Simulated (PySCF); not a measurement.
# B, B⁺, B²⁺, B³⁺: ionisation energies in dyall-av2z, part 2 of 3

Each state of boron is computed at each level; their differences give the ionisation energy. How far do the methods differ?

PySCF 2.14.0; dyall-av2z, no relativity, point nucleus. The scripts are equivalent inputs of a driver's runs. Earlier steps stand in the parts before.

## Step 4: B⁺: the ladder of methods

UHF:

Contents of input.py:

```python
from pyscf import gto, scf, dft, mp, cc
import basis_set_exchange as bse
mol = gto.M(atom="B 0 0 0", charge=1, spin=0, symmetry="D2h",
            basis=gto.basis.parse(bse.get_basis("dyall-av2z", elements=["B"], fmt="nwchem")))
mf = scf.UHF(mol)
mf.irrep_nelec = {'Ag': (2, 2)}
mf.kernel()
```

The log of the run:

```text
damping factor = 0
level_shift factor = 0
DIIS = <class 'pyscf.scf.diis.CDIIS'>
diis_start_cycle = 1
diis_space = 10
diis_damp = 0
SCF conv_tol = 1e-09
SCF conv_tol_grad = None
number electrons alpha = 2  beta = 2
cycle= 1 E= -24.2365084661025  delta_E= -8.63e-11  |g|= 1.74e-06  |ddm|= 1.84e-05
converged SCF energy = -24.2365084661025  <S^2> = -8.8817842e-16  2S+1 = 1
```

CPU time 0.23 s on a shared host, the integrals not counted.

Orbital energies by shell (radii are means over both spins):

```
shell  electrons  mean orbital energy (eV)  spread (eV)  rms radius (bohr)
   1s          2                   -222.76            0              0.378
   2s          2                   -23.773            0               1.96
```

⟨S²⟩ = 0.000, ⟨L²⟩ = 0.00.

LDA:

input.py differs from the last one in:

```diff
@@ -4,3 +4,3 @@
             basis=gto.basis.parse(bse.get_basis("dyall-av2z", elements=["B"], fmt="nwchem")))
-mf = scf.UHF(mol)
+mf = dft.UKS(mol, xc="LDA,VWN")
 mf.irrep_nelec = {'Ag': (2, 2)}
```

The log of the run:

```text
damping factor = 0
level_shift factor = 0
DIIS = <class 'pyscf.scf.diis.CDIIS'>
diis_start_cycle = 1
diis_space = 10
diis_damp = 0
SCF conv_tol = 1e-09
SCF conv_tol_grad = None
number electrons alpha = 2  beta = 2
XC functionals = LDA,VWN
    P. A. M. Dirac.,  Math. Proc. Cambridge Philos. Soc. 26, 376 (1930)
    F. Bloch.,  Z. Phys. 57, 545 (1929)
    S. H. Vosko, L. Wilk, and M. Nusair.,  Can. J. Phys. 58, 1200 (1980)
cycle= 1 E= -24.0371855733512  delta_E= -0.00411  |g|= 0.0247  |ddm|= 0.0418
cycle= 2 E= -24.0372202929292  delta_E= -3.47e-05  |g|= 0.0034  |ddm|= 0.00539
cycle= 3 E= -24.0372212800512  delta_E= -9.87e-07  |g|= 9.88e-05  |ddm|= 0.00164
cycle= 4 E= -24.0372212834962  delta_E= -3.44e-09  |g|= 5.82e-07  |ddm|= 0.000149
cycle= 5 E= -24.0372212834963  delta_E= -1.67e-13  |g|= 3.21e-09  |ddm|= 1.21e-06
converged SCF energy = -24.0372212834963  <S^2> = -3.1086245e-15  2S+1 = 1
```

It used 0.59 s of CPU time after the integrals (shared host).

PBE:

input.py differs from the last one in:

```diff
@@ -4,3 +4,3 @@
             basis=gto.basis.parse(bse.get_basis("dyall-av2z", elements=["B"], fmt="nwchem")))
-mf = dft.UKS(mol, xc="LDA,VWN")
+mf = dft.UKS(mol, xc="PBE")
 mf.irrep_nelec = {'Ag': (2, 2)}
```

The log of the run:

```text
damping factor = 0
level_shift factor = 0
DIIS = <class 'pyscf.scf.diis.CDIIS'>
diis_start_cycle = 1
diis_space = 10
diis_damp = 0
SCF conv_tol = 1e-09
SCF conv_tol_grad = None
number electrons alpha = 2  beta = 2
XC functionals = PBE
    J. P. Perdew, K. Burke, and M. Ernzerhof.,  Phys. Rev. Lett. 77, 3865 (1996)
    J. P. Perdew, K. Burke, and M. Ernzerhof.,  Phys. Rev. Lett. 78, 1396 (1997)
    J. P. Perdew, K. Burke, and M. Ernzerhof.,  Phys. Rev. Lett. 77, 3865 (1996)
    J. P. Perdew, K. Burke, and M. Ernzerhof.,  Phys. Rev. Lett. 78, 1396 (1997)
cycle= 1 E= -24.2924707171465  delta_E= -0.00238  |g|= 0.00745  |ddm|= 0.0795
cycle= 2 E= -24.292475108174  delta_E= -4.39e-06  |g|= 0.000608  |ddm|= 0.00523
cycle= 3 E= -24.2924751477084  delta_E= -3.95e-08  |g|= 8.56e-06  |ddm|= 0.000492
cycle= 4 E= -24.292475147747  delta_E= -3.87e-11  |g|= 1.87e-06  |ddm|= 2.03e-05
converged SCF energy = -24.292475147747  <S^2> = -1.3322676e-15  2S+1 = 1
```

It used 0.65 s of CPU time after the integrals (shared host).

PBE0:

input.py differs from the last one in:

```diff
@@ -4,3 +4,3 @@
             basis=gto.basis.parse(bse.get_basis("dyall-av2z", elements=["B"], fmt="nwchem")))
-mf = dft.UKS(mol, xc="PBE")
+mf = dft.UKS(mol, xc="PBE0")
 mf.irrep_nelec = {'Ag': (2, 2)}
```

The log of the run:

```text
damping factor = 0
level_shift factor = 0
DIIS = <class 'pyscf.scf.diis.CDIIS'>
diis_start_cycle = 1
diis_space = 10
diis_damp = 0
SCF conv_tol = 1e-09
SCF conv_tol_grad = None
number electrons alpha = 2  beta = 2
XC functionals = PBE0
    C. Adamo and V. Barone.,  J. Chem. Phys. 110, 6158 (1999)
    M. Ernzerhof and G. E. Scuseria.,  J. Chem. Phys. 110, 5029 (1999)
cycle= 1 E= -24.3010387263216  delta_E= -0.00132  |g|= 0.0047  |ddm|= 0.0672
cycle= 2 E= -24.3010393674035  delta_E= -6.41e-07  |g|= 0.000162  |ddm|= 0.00142
cycle= 3 E= -24.3010393696002  delta_E= -2.2e-09  |g|= 1.36e-05  |ddm|= 5.4e-05
cycle= 4 E= -24.3010393696132  delta_E= -1.29e-11  |g|= 1.93e-07  |ddm|= 6.49e-06
converged SCF energy = -24.3010393696132  <S^2> = 0  2S+1 = 1
```

It used 0.54 s of CPU time after the integrals (shared host).

r2SCAN:

input.py differs from the last one in:

```diff
@@ -4,3 +4,3 @@
             basis=gto.basis.parse(bse.get_basis("dyall-av2z", elements=["B"], fmt="nwchem")))
-mf = dft.UKS(mol, xc="PBE0")
+mf = dft.UKS(mol, xc="R2SCAN")
 mf.irrep_nelec = {'Ag': (2, 2)}
```

The log of the run:

```text
damping factor = 0
level_shift factor = 0
DIIS = <class 'pyscf.scf.diis.CDIIS'>
diis_start_cycle = 1
diis_space = 10
diis_damp = 0
SCF conv_tol = 1e-09
SCF conv_tol_grad = None
number electrons alpha = 2  beta = 2
XC functionals = R2SCAN
    J. W. Furness, A. D. Kaplan, J. Ning, J. P. Perdew, and J. Sun.,  J. Phys. Chem. Lett. 11, 8208-8215 (2020)
    J. W. Furness, A. D. Kaplan, J. Ning, J. P. Perdew, and J. Sun.,  J. Phys. Chem. Lett. 11, 9248-9248 (2020)
    J. W. Furness, A. D. Kaplan, J. Ning, J. P. Perdew, and J. Sun.,  J. Phys. Chem. Lett. 11, 8208-8215 (2020)
    J. W. Furness, A. D. Kaplan, J. Ning, J. P. Perdew, and J. Sun.,  J. Phys. Chem. Lett. 11, 9248-9248 (2020)
cycle= 1 E= -24.3148326839774  delta_E= -0.000897  |g|= 0.00417  |ddm|= 0.0459
cycle= 2 E= -24.3148339319407  delta_E= -1.25e-06  |g|= 0.000259  |ddm|= 0.00308
cycle= 3 E= -24.314833946763  delta_E= -1.48e-08  |g|= 3.29e-05  |ddm|= 0.000271
cycle= 4 E= -24.31483394701  delta_E= -2.47e-10  |g|= 1.9e-06  |ddm|= 3.67e-05
converged SCF energy = -24.31483394701  <S^2> = -2.220446e-15  2S+1 = 1
```

It used 1.5 s of CPU time after the integrals (shared host).

LC-wPBE:

input.py differs from the last one in:

```diff
@@ -4,3 +4,3 @@
             basis=gto.basis.parse(bse.get_basis("dyall-av2z", elements=["B"], fmt="nwchem")))
-mf = dft.UKS(mol, xc="R2SCAN")
+mf = dft.UKS(mol, xc="LC_WPBE")
 mf.irrep_nelec = {'Ag': (2, 2)}
```

The log of the run:

```text
damping factor = 0
level_shift factor = 0
DIIS = <class 'pyscf.scf.diis.CDIIS'>
diis_start_cycle = 1
diis_space = 10
diis_damp = 0
SCF conv_tol = 1e-09
SCF conv_tol_grad = None
number electrons alpha = 2  beta = 2
XC functionals = LC_WPBE
    O. A. Vydrov and G. E. Scuseria.,  J. Chem. Phys. 125, 234109 (2006)
cycle= 1 E= -24.3063420219941  delta_E= -0.0023  |g|= 0.00825  |ddm|= 0.0723
cycle= 2 E= -24.3063564249872  delta_E= -1.44e-05  |g|= 0.000845  |ddm|= 0.0108
cycle= 3 E= -24.3063569100223  delta_E= -4.85e-07  |g|= 0.000142  |ddm|= 0.00197
cycle= 4 E= -24.3063569318783  delta_E= -2.19e-08  |g|= 1.16e-05  |ddm|= 0.000469
cycle= 5 E= -24.3063569319752  delta_E= -9.69e-11  |g|= 6.57e-07  |ddm|= 2.57e-05
converged SCF energy = -24.3063569319752  <S^2> = -1.7763568e-15  2S+1 = 1
```

CPU time 1.2 s on a shared host, the integrals not counted.

BHandHLYP:

input.py differs from the last one in:

```diff
@@ -4,3 +4,3 @@
             basis=gto.basis.parse(bse.get_basis("dyall-av2z", elements=["B"], fmt="nwchem")))
-mf = dft.UKS(mol, xc="LC_WPBE")
+mf = dft.UKS(mol, xc="BHANDHLYP")
 mf.irrep_nelec = {'Ag': (2, 2)}
```

The log of the run:

```text
damping factor = 0
level_shift factor = 0
DIIS = <class 'pyscf.scf.diis.CDIIS'>
diis_start_cycle = 1
diis_space = 10
diis_damp = 0
SCF conv_tol = 1e-09
SCF conv_tol_grad = None
number electrons alpha = 2  beta = 2
XC functionals = BHANDHLYP
    A. D. Becke.,  J. Chem. Phys. 98, 1372 (1993)
    Defined through Gaussian implementation.
cycle= 1 E= -24.3387482129839  delta_E= -0.000829  |g|= 0.00393  |ddm|= 0.0293
cycle= 2 E= -24.3387493752542  delta_E= -1.16e-06  |g|= 0.000151  |ddm|= 0.00104
cycle= 3 E= -24.338749377389  delta_E= -2.13e-09  |g|= 1.84e-06  |ddm|= 5.81e-05
cycle= 4 E= -24.3387493773906  delta_E= -1.57e-12  |g|= 1.12e-07  |ddm|= 3.09e-06
converged SCF energy = -24.3387493773906  <S^2> = -2.220446e-15  2S+1 = 1
```

It used 0.7 s of CPU time after the integrals (shared host).

PBEsol:

input.py differs from the last one in:

```diff
@@ -4,3 +4,3 @@
             basis=gto.basis.parse(bse.get_basis("dyall-av2z", elements=["B"], fmt="nwchem")))
-mf = dft.UKS(mol, xc="BHANDHLYP")
+mf = dft.UKS(mol, xc="PBEsol")
 mf.irrep_nelec = {'Ag': (2, 2)}
```

The log of the run:

```text
damping factor = 0
level_shift factor = 0
DIIS = <class 'pyscf.scf.diis.CDIIS'>
diis_start_cycle = 1
diis_space = 10
diis_damp = 0
SCF conv_tol = 1e-09
SCF conv_tol_grad = None
number electrons alpha = 2  beta = 2
XC functionals = PBEsol
    J. P. Perdew, A. Ruzsinszky, G. I. Csonka, O. A. Vydrov, G. E. Scuseria, L. A. Constantin, X. Zhou, and K. Burke.,  Phys. Rev. Lett. 100, 136406 (2008)
    J. P. Perdew, A. Ruzsinszky, G. I. Csonka, O. A. Vydrov, G. E. Scuseria, L. A. Constantin, X. Zhou, and K. Burke.,  Phys. Rev. Lett. 100, 136406 (2008)
cycle= 1 E= -24.162061288299  delta_E= -0.0024  |g|= 0.014  |ddm|= 0.068
cycle= 2 E= -24.1620713360107  delta_E= -1e-05  |g|= 0.0017  |ddm|= 0.00209
cycle= 3 E= -24.1620715411125  delta_E= -2.05e-07  |g|= 4.6e-05  |ddm|= 0.000583
cycle= 4 E= -24.1620715417486  delta_E= -6.36e-10  |g|= 1e-06  |ddm|= 6.33e-05
converged SCF energy = -24.1620715417486  <S^2> = -1.7763568e-15  2S+1 = 1
```

It used 0.63 s of CPU time after the integrals (shared host).

TPSSh:

input.py differs from the last one in:

```diff
@@ -4,3 +4,3 @@
             basis=gto.basis.parse(bse.get_basis("dyall-av2z", elements=["B"], fmt="nwchem")))
-mf = dft.UKS(mol, xc="PBEsol")
+mf = dft.UKS(mol, xc="TPSSH")
 mf.irrep_nelec = {'Ag': (2, 2)}
```

The log of the run:

```text
damping factor = 0
level_shift factor = 0
DIIS = <class 'pyscf.scf.diis.CDIIS'>
diis_start_cycle = 1
diis_space = 10
diis_damp = 0
SCF conv_tol = 1e-09
SCF conv_tol_grad = None
number electrons alpha = 2  beta = 2
XC functionals = TPSSH
    V. N. Staroverov, G. E. Scuseria, J. Tao, and J. P. Perdew.,  J. Chem. Phys. 119, 12129 (2003)
cycle= 1 E= -24.3444347970064  delta_E= -0.000806  |g|= 0.00265  |ddm|= 0.0858
cycle= 2 E= -24.3444358355962  delta_E= -1.04e-06  |g|= 0.000202  |ddm|= 0.00218
cycle= 3 E= -24.3444358411982  delta_E= -5.6e-09  |g|= 2.35e-05  |ddm|= 0.000258
cycle= 4 E= -24.344435841268  delta_E= -6.98e-11  |g|= 5.73e-07  |ddm|= 1.24e-05
converged SCF energy = -24.344435841268  <S^2> = -4.4408921e-16  2S+1 = 1
```

It used 1.4 s of CPU time after the integrals (shared host).

## Step 5: B⁺, continued

MP2 (valence):

input.py: that of step 4 with these lines changed.

```diff
@@ -4,4 +4,5 @@
             basis=gto.basis.parse(bse.get_basis("dyall-av2z", elements=["B"], fmt="nwchem")))
-mf = dft.UKS(mol, xc="TPSSH")
+mf = scf.UHF(mol)
 mf.irrep_nelec = {'Ag': (2, 2)}
 mf.kernel()
+mp.UMP2(mf, frozen=[[0, 34, 35, 36, 37, 38, 39, 40, 41], [0, 34, 35, 36, 37, 38, 39, 40, 41]]).kernel()
```

This step left no log, only its results.

CPU time 0.05 s on a shared host, the integrals not counted.

With 2 electrons correlated, the MP2 correlation energy is -0.03535 hartree (0.00000 same spin, -0.03535 opposite spin); the SCS form gives -0.04242. Largest pairs of shells: 2s-2s -0.0353.

Radial density 4πr²ρ of B⁺ at UHF:

```
r (bohr)   density
 0.00469    0.0191
 0.00789    0.0526
  0.0133     0.141
  0.0223     0.364
  0.0376     0.885
  0.0632      1.95
   0.106      3.60
   0.179      5.04
   0.301      4.44
   0.506      1.87
   0.851     0.787
    1.43      1.21
    2.41     0.573
    4.05    0.0457
    6.81  2.22e-05
```

## Step 6: B²⁺, method by method

UHF:

Contents of input.py:

```python
from pyscf import gto, scf, dft, mp, cc
import basis_set_exchange as bse
mol = gto.M(atom="B 0 0 0", charge=2, spin=1, symmetry="D2h",
            basis=gto.basis.parse(bse.get_basis("dyall-av2z", elements=["B"], fmt="nwchem")))
mf = scf.UHF(mol)
mf.irrep_nelec = {'Ag': (2, 1)}
mf.kernel()
```

The log of the run:

```text
damping factor = 0
level_shift factor = 0
DIIS = <class 'pyscf.scf.diis.CDIIS'>
diis_start_cycle = 1
diis_space = 10
diis_damp = 0
SCF conv_tol = 1e-09
SCF conv_tol_grad = None
number electrons alpha = 2  beta = 1
cycle= 1 E= -23.375227662795  delta_E= -6.61e-13  |g|= 2.72e-07  |ddm|= 2.88e-06
converged SCF energy = -23.375227662795  <S^2> = 0.7500171  2S+1 = 2.0000171
```

CPU time 0.18 s on a shared host, the integrals not counted.

The occupied shells:

```
shell  electrons  mean orbital energy (eV)  spread (eV)  rms radius (bohr)
 1s α          1                   -240.58            0              0.377
 1s β          1                   -238.84            0              0.377
 2s α          1                   -37.808            0               1.77
```

⟨S²⟩ = 0.750, ⟨L²⟩ = 0.00.

LDA:

input.py differs from the last one in:

```diff
@@ -4,3 +4,3 @@
             basis=gto.basis.parse(bse.get_basis("dyall-av2z", elements=["B"], fmt="nwchem")))
-mf = scf.UHF(mol)
+mf = dft.UKS(mol, xc="LDA,VWN")
 mf.irrep_nelec = {'Ag': (2, 1)}
```

The log of the run:

```text
damping factor = 0
level_shift factor = 0
DIIS = <class 'pyscf.scf.diis.CDIIS'>
diis_start_cycle = 1
diis_space = 10
diis_damp = 0
SCF conv_tol = 1e-09
SCF conv_tol_grad = None
number electrons alpha = 2  beta = 1
XC functionals = LDA,VWN
    P. A. M. Dirac.,  Math. Proc. Cambridge Philos. Soc. 26, 376 (1930)
    F. Bloch.,  Z. Phys. 57, 545 (1929)
    S. H. Vosko, L. Wilk, and M. Nusair.,  Can. J. Phys. 58, 1200 (1980)
cycle= 1 E= -23.135077855096  delta_E= -0.00349  |g|= 0.0247  |ddm|= 0.0327
cycle= 2 E= -23.1351144676526  delta_E= -3.66e-05  |g|= 0.00328  |ddm|= 0.00564
cycle= 3 E= -23.135115150534  delta_E= -6.83e-07  |g|= 9.47e-06  |ddm|= 0.00066
cycle= 4 E= -23.1351151505407  delta_E= -6.73e-12  |g|= 1.57e-07  |ddm|= 4.3e-06
converged SCF energy = -23.1351151505407  <S^2> = 0.75000197  2S+1 = 2.000002
```

CPU time 0.34 s on a shared host, the integrals not counted.

PBE:

input.py differs from the last one in:

```diff
@@ -4,3 +4,3 @@
             basis=gto.basis.parse(bse.get_basis("dyall-av2z", elements=["B"], fmt="nwchem")))
-mf = dft.UKS(mol, xc="LDA,VWN")
+mf = dft.UKS(mol, xc="PBE")
 mf.irrep_nelec = {'Ag': (2, 1)}
```

The log of the run:

```text
damping factor = 0
level_shift factor = 0
DIIS = <class 'pyscf.scf.diis.CDIIS'>
diis_start_cycle = 1
diis_space = 10
diis_damp = 0
SCF conv_tol = 1e-09
SCF conv_tol_grad = None
number electrons alpha = 2  beta = 1
XC functionals = PBE
    J. P. Perdew, K. Burke, and M. Ernzerhof.,  Phys. Rev. Lett. 77, 3865 (1996)
    J. P. Perdew, K. Burke, and M. Ernzerhof.,  Phys. Rev. Lett. 78, 1396 (1997)
    J. P. Perdew, K. Burke, and M. Ernzerhof.,  Phys. Rev. Lett. 77, 3865 (1996)
    J. P. Perdew, K. Burke, and M. Ernzerhof.,  Phys. Rev. Lett. 78, 1396 (1997)
cycle= 1 E= -23.3879104500299  delta_E= -0.00191  |g|= 0.00836  |ddm|= 0.0456
cycle= 2 E= -23.3879143381405  delta_E= -3.89e-06  |g|= 0.00106  |ddm|= 0.00164
cycle= 3 E= -23.3879144074596  delta_E= -6.93e-08  |g|= 1.34e-05  |ddm|= 0.000218
cycle= 4 E= -23.3879144074802  delta_E= -2.06e-11  |g|= 4.85e-07  |ddm|= 1.16e-05
converged SCF energy = -23.3879144074802  <S^2> = 0.75000038  2S+1 = 2.0000004
```

CPU time 0.72 s on a shared host, the integrals not counted.

PBE0:

input.py differs from the last one in:

```diff
@@ -4,3 +4,3 @@
             basis=gto.basis.parse(bse.get_basis("dyall-av2z", elements=["B"], fmt="nwchem")))
-mf = dft.UKS(mol, xc="PBE")
+mf = dft.UKS(mol, xc="PBE0")
 mf.irrep_nelec = {'Ag': (2, 1)}
```

The log of the run:

```text
damping factor = 0
level_shift factor = 0
DIIS = <class 'pyscf.scf.diis.CDIIS'>
diis_start_cycle = 1
diis_space = 10
diis_damp = 0
SCF conv_tol = 1e-09
SCF conv_tol_grad = None
number electrons alpha = 2  beta = 1
XC functionals = PBE0
    C. Adamo and V. Barone.,  J. Chem. Phys. 110, 6158 (1999)
    M. Ernzerhof and G. E. Scuseria.,  J. Chem. Phys. 110, 5029 (1999)
cycle= 1 E= -23.3982324582657  delta_E= -0.00101  |g|= 0.00524  |ddm|= 0.0384
cycle= 2 E= -23.3982337988947  delta_E= -1.34e-06  |g|= 0.000298  |ddm|= 0.00202
cycle= 3 E= -23.3982338061763  delta_E= -7.28e-09  |g|= 1.53e-05  |ddm|= 0.000121
cycle= 4 E= -23.3982338062254  delta_E= -4.91e-11  |g|= 9.32e-07  |ddm|= 1.83e-05
converged SCF energy = -23.3982338062254  <S^2> = 0.75000184  2S+1 = 2.0000018
```

CPU time 0.82 s on a shared host, the integrals not counted.

r2SCAN:

input.py differs from the last one in:

```diff
@@ -4,3 +4,3 @@
             basis=gto.basis.parse(bse.get_basis("dyall-av2z", elements=["B"], fmt="nwchem")))
-mf = dft.UKS(mol, xc="PBE0")
+mf = dft.UKS(mol, xc="R2SCAN")
 mf.irrep_nelec = {'Ag': (2, 1)}
```

The log of the run:

```text
damping factor = 0
level_shift factor = 0
DIIS = <class 'pyscf.scf.diis.CDIIS'>
diis_start_cycle = 1
diis_space = 10
diis_damp = 0
SCF conv_tol = 1e-09
SCF conv_tol_grad = None
number electrons alpha = 2  beta = 1
XC functionals = R2SCAN
    J. W. Furness, A. D. Kaplan, J. Ning, J. P. Perdew, and J. Sun.,  J. Phys. Chem. Lett. 11, 8208-8215 (2020)
    J. W. Furness, A. D. Kaplan, J. Ning, J. P. Perdew, and J. Sun.,  J. Phys. Chem. Lett. 11, 9248-9248 (2020)
    J. W. Furness, A. D. Kaplan, J. Ning, J. P. Perdew, and J. Sun.,  J. Phys. Chem. Lett. 11, 8208-8215 (2020)
    J. W. Furness, A. D. Kaplan, J. Ning, J. P. Perdew, and J. Sun.,  J. Phys. Chem. Lett. 11, 9248-9248 (2020)
cycle= 1 E= -23.4236657527116  delta_E= -0.000705  |g|= 0.00445  |ddm|= 0.0347
cycle= 2 E= -23.423667242536  delta_E= -1.49e-06  |g|= 0.000261  |ddm|= 0.00367
cycle= 3 E= -23.4236672563687  delta_E= -1.38e-08  |g|= 2.97e-05  |ddm|= 0.000381
cycle= 4 E= -23.4236672565498  delta_E= -1.81e-10  |g|= 1.74e-06  |ddm|= 5.17e-05
converged SCF energy = -23.4236672565498  <S^2> = 0.75001511  2S+1 = 2.0000151
```

It used 1.6 s of CPU time after the integrals (shared host).

LC-wPBE:

input.py differs from the last one in:

```diff
@@ -4,3 +4,3 @@
             basis=gto.basis.parse(bse.get_basis("dyall-av2z", elements=["B"], fmt="nwchem")))
-mf = dft.UKS(mol, xc="R2SCAN")
+mf = dft.UKS(mol, xc="LC_WPBE")
 mf.irrep_nelec = {'Ag': (2, 1)}
```

The log of the run:

```text
damping factor = 0
level_shift factor = 0
DIIS = <class 'pyscf.scf.diis.CDIIS'>
diis_start_cycle = 1
diis_space = 10
diis_damp = 0
SCF conv_tol = 1e-09
SCF conv_tol_grad = None
number electrons alpha = 2  beta = 1
XC functionals = LC_WPBE
    O. A. Vydrov and G. E. Scuseria.,  J. Chem. Phys. 125, 234109 (2006)
cycle= 1 E= -23.3991206974361  delta_E= -0.00192  |g|= 0.00839  |ddm|= 0.0463
cycle= 2 E= -23.399126349031  delta_E= -5.65e-06  |g|= 0.000619  |ddm|= 0.00569
cycle= 3 E= -23.399126525869  delta_E= -1.77e-07  |g|= 0.000109  |ddm|= 0.00121
cycle= 4 E= -23.3991265367494  delta_E= -1.09e-08  |g|= 1.36e-05  |ddm|= 0.000355
cycle= 5 E= -23.3991265368821  delta_E= -1.33e-10  |g|= 4.06e-07  |ddm|= 4.22e-05
converged SCF energy = -23.3991265368821  <S^2> = 0.75000073  2S+1 = 2.0000007
```

It used 1.4 s of CPU time after the integrals (shared host).

BHandHLYP:

input.py differs from the last one in:

```diff
@@ -4,3 +4,3 @@
             basis=gto.basis.parse(bse.get_basis("dyall-av2z", elements=["B"], fmt="nwchem")))
-mf = dft.UKS(mol, xc="LC_WPBE")
+mf = dft.UKS(mol, xc="BHANDHLYP")
 mf.irrep_nelec = {'Ag': (2, 1)}
```

The log of the run:

```text
damping factor = 0
level_shift factor = 0
DIIS = <class 'pyscf.scf.diis.CDIIS'>
diis_start_cycle = 1
diis_space = 10
diis_damp = 0
SCF conv_tol = 1e-09
SCF conv_tol_grad = None
number electrons alpha = 2  beta = 1
XC functionals = BHANDHLYP
    A. D. Becke.,  J. Chem. Phys. 98, 1372 (1993)
    Defined through Gaussian implementation.
cycle= 1 E= -23.436194114942  delta_E= -0.000682  |g|= 0.00432  |ddm|= 0.0282
cycle= 2 E= -23.4361974283533  delta_E= -3.31e-06  |g|= 0.000384  |ddm|= 0.00427
cycle= 3 E= -23.4361974880557  delta_E= -5.97e-08  |g|= 4.04e-05  |ddm|= 0.000705
cycle= 4 E= -23.436197488694  delta_E= -6.38e-10  |g|= 1.12e-06  |ddm|= 8.51e-05
converged SCF energy = -23.436197488694  <S^2> = 0.75001369  2S+1 = 2.0000137
```

CPU time 0.8 s on a shared host, the integrals not counted.

PBEsol:

input.py differs from the last one in:

```diff
@@ -4,3 +4,3 @@
             basis=gto.basis.parse(bse.get_basis("dyall-av2z", elements=["B"], fmt="nwchem")))
-mf = dft.UKS(mol, xc="BHANDHLYP")
+mf = dft.UKS(mol, xc="PBEsol")
 mf.irrep_nelec = {'Ag': (2, 1)}
```

The log of the run:

```text
damping factor = 0
level_shift factor = 0
DIIS = <class 'pyscf.scf.diis.CDIIS'>
diis_start_cycle = 1
diis_space = 10
diis_damp = 0
SCF conv_tol = 1e-09
SCF conv_tol_grad = None
number electrons alpha = 2  beta = 1
XC functionals = PBEsol
    J. P. Perdew, A. Ruzsinszky, G. I. Csonka, O. A. Vydrov, G. E. Scuseria, L. A. Constantin, X. Zhou, and K. Burke.,  Phys. Rev. Lett. 100, 136406 (2008)
    J. P. Perdew, A. Ruzsinszky, G. I. Csonka, O. A. Vydrov, G. E. Scuseria, L. A. Constantin, X. Zhou, and K. Burke.,  Phys. Rev. Lett. 100, 136406 (2008)
cycle= 1 E= -23.2647359585919  delta_E= -0.00198  |g|= 0.0146  |ddm|= 0.0479
cycle= 2 E= -23.2647484345301  delta_E= -1.25e-05  |g|= 0.00187  |ddm|= 0.00306
cycle= 3 E= -23.2647486518803  delta_E= -2.17e-07  |g|= 9.34e-06  |ddm|= 0.000347
cycle= 4 E= -23.2647486518885  delta_E= -8.19e-12  |g|= 2.66e-07  |ddm|= 6.34e-06
converged SCF energy = -23.2647486518885  <S^2> = 0.75000059  2S+1 = 2.0000006
```

It used 0.68 s of CPU time after the integrals (shared host).

TPSSh:

input.py differs from the last one in:

```diff
@@ -4,3 +4,3 @@
             basis=gto.basis.parse(bse.get_basis("dyall-av2z", elements=["B"], fmt="nwchem")))
-mf = dft.UKS(mol, xc="PBEsol")
+mf = dft.UKS(mol, xc="TPSSH")
 mf.irrep_nelec = {'Ag': (2, 1)}
```

The log of the run:

```text
damping factor = 0
level_shift factor = 0
DIIS = <class 'pyscf.scf.diis.CDIIS'>
diis_start_cycle = 1
diis_space = 10
diis_damp = 0
SCF conv_tol = 1e-09
SCF conv_tol_grad = None
number electrons alpha = 2  beta = 1
XC functionals = TPSSH
    V. N. Staroverov, G. E. Scuseria, J. Tao, and J. P. Perdew.,  J. Chem. Phys. 119, 12129 (2003)
cycle= 1 E= -23.438556883366  delta_E= -0.000521  |g|= 0.00263  |ddm|= 0.0565
cycle= 2 E= -23.43855726787  delta_E= -3.85e-07  |g|= 0.000133  |ddm|= 0.00214
cycle= 3 E= -23.4385572699675  delta_E= -2.1e-09  |g|= 1.45e-05  |ddm|= 0.000112
cycle= 4 E= -23.4385572699874  delta_E= -2e-11  |g|= 7.65e-07  |ddm|= 1.1e-05
converged SCF energy = -23.4385572699874  <S^2> = 0.75000738  2S+1 = 2.0000074
```

CPU time 1.5 s on a shared host, the integrals not counted.

(Part 2 of 3 ends here.)
